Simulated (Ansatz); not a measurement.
# Al2H4O (SMILES [OH][AlH][AlH2]): single points off equilibrium

A test off equilibrium: a structure displaced at random from a GFN2-xTB minimum is computed at several levels, and each is set against CCSD(T).

Method: single points in def2-TZVPP; program: Ansatz 0.2.0, Gaussian basis.

Cores are frozen in the correlated methods.

## 1. Where the work starts

SMILES `[OH][AlH][AlH2]`, 7 atoms, charge 0, spin multiplicity 1.

Atoms are counted from 1 here; the program's logs count them from 0.

Bond lengths: O1–Al2 1.663 Å, O1–H4 1.008 Å, Al2–Al3 2.471 Å, Al2–H5 1.629 Å, Al3–H6 1.589 Å, Al3–H7 1.510 Å. Angles: Al2–O1–H4 178.9°, O1–Al2–Al3 157.7°, O1–Al2–H5 118.1°, Al3–Al2–H5 84.2°, Al2–Al3–H6 143.8°, Al2–Al3–H7 94.0°, H6–Al3–H7 122.2°.

Coordinates:

```mol
Al2H4O
  3D, bonds by distance, orders not assigned

  7  6  0  0  0  0  0  0  0  0999 V2000
   -1.7473   -1.0298   -1.1760 O   0  0
   -0.5178   -0.1914   -0.4335 Al  0  0
    1.3216    0.2357    1.1598 Al  0  0
   -2.4921   -1.5250   -1.6409 H   0  0
   -0.2266    1.3354   -0.9217 H   0  0
    2.1563   -0.3976    2.3538 H   0  0
    1.5832    1.6316    0.6460 H   0  0
  1  2  8  0
  1  4  8  0
  2  3  8  0
  2  5  8  0
  3  6  8  0
  3  7  8  0
M  END
```

## 2. CCSD(T)/def2-TZVPP

Contents of run/in.yaml:

```yaml
crystal:
  periodic: [false, false, false]
  atoms:
    - {symbol: O, position_ang: [-1.747300, -1.029800, -1.176000]}
    - {symbol: Al, position_ang: [-0.517800, -0.191400, -0.433500]}
    - {symbol: Al, position_ang: [1.321600, 0.235700, 1.159800]}
    - {symbol: H, position_ang: [-2.492100, -1.525000, -1.640900]}
    - {symbol: H, position_ang: [-0.226600, 1.335400, -0.921700]}
    - {symbol: H, position_ang: [2.156300, -0.397600, 2.353800]}
    - {symbol: H, position_ang: [1.583200, 1.631600, 0.646000]}
basis:
  gaussian: {orbitals: def2-TZVPP}
correlation: {method: ccsd_t}
output: {forces: true}
```

No record of the launch command was kept for these runs.

## 3. PBE0-D4/def2-TZVPP

run/in.yaml: that of step 2 with these lines changed.

```diff
@@ -12,3 +12,3 @@
   gaussian: {orbitals: def2-TZVPP}
-correlation: {method: ccsd_t}
-output: {forces: true}
+hamiltonian: {xc: pbe0, dispersion: d4}
+output: {forces: true, orbitals: {seedname: orbitals}}
```

## 4. wB97M-V/def2-TZVPP

run/in.yaml: that of step 3 with these lines changed.

```diff
@@ -12,3 +12,3 @@
   gaussian: {orbitals: def2-TZVPP}
-hamiltonian: {xc: pbe0, dispersion: d4}
-output: {forces: true, orbitals: {seedname: orbitals}}
+hamiltonian: {xc: {name: wB97M-V}}
+output: {forces: true}
```

## 5. r2SCAN-D4/def2-TZVPP

run/in.yaml: that of step 4 with these lines changed.

```diff
@@ -12,3 +12,3 @@
   gaussian: {orbitals: def2-TZVPP}
-hamiltonian: {xc: {name: wB97M-V}}
+hamiltonian: {xc: r2scan, dispersion: d4}
 output: {forces: true}
```

## 6. PBE-D4/def2-TZVPP

run/in.yaml: that of step 5 with these lines changed.

```diff
@@ -12,3 +12,3 @@
   gaussian: {orbitals: def2-TZVPP}
-hamiltonian: {xc: r2scan, dispersion: d4}
+hamiltonian: {xc: pbe, dispersion: d4}
 output: {forces: true}
```

## 7. SPW92/def2-TZVPP

run/in.yaml: that of step 6 with these lines changed.

```diff
@@ -12,3 +12,3 @@
   gaussian: {orbitals: def2-TZVPP}
-hamiltonian: {xc: pbe, dispersion: d4}
+hamiltonian: {xc: lda}
 output: {forces: true}
```

## 8. wB97X-V/def2-TZVPP

run/in.yaml: that of step 7 with these lines changed.

```diff
@@ -12,3 +12,3 @@
   gaussian: {orbitals: def2-TZVPP}
-hamiltonian: {xc: lda}
+hamiltonian: {xc: {name: wB97X-V}}
 output: {forces: true}
```

(Steps that only read results are left out.)

Q: Predict the outcome of this session. Wanted: energy less free atoms, CCSD(T)/def2-TZVPP; RMS force component; RMS force error; HOMO and LUMO, PBE0-D4; T1 diagnostic.

**Answer**, as computed:

| quantity | value |
| --- | --- |
| energy less free atoms, CCSD(T)/def2-TZVPP | -18.731 eV |
| RMS force component | 0.866 to 1.066 eV/Å over the methods |
| RMS force error | PBE0-D4 0.056, wB97M-V 0.066, r2SCAN-D4 0.057, PBE-D4 0.171, SPW92 0.269, wB97X-V 0.028 eV/Å |
| HOMO and LUMO, PBE0-D4 | -6.29 and -2.63 eV |
| T1 diagnostic | 0.013 |

**Reading.** Against CCSD(T) the functionals' energies less atoms differ by -2.830 to -0.014 eV, PBE-D4 by -0.291 eV. The reference is not at the basis limit: in triple zeta CCSD(T) underbinds, which counts against methods that bind more; the gaps are no ranking. On forces the order runs from wB97X-V to SPW92. Frozen-core CCSD(T) forces in triple zeta carry basis errors of their own, and this is one geometry, so small gaps rank nothing.
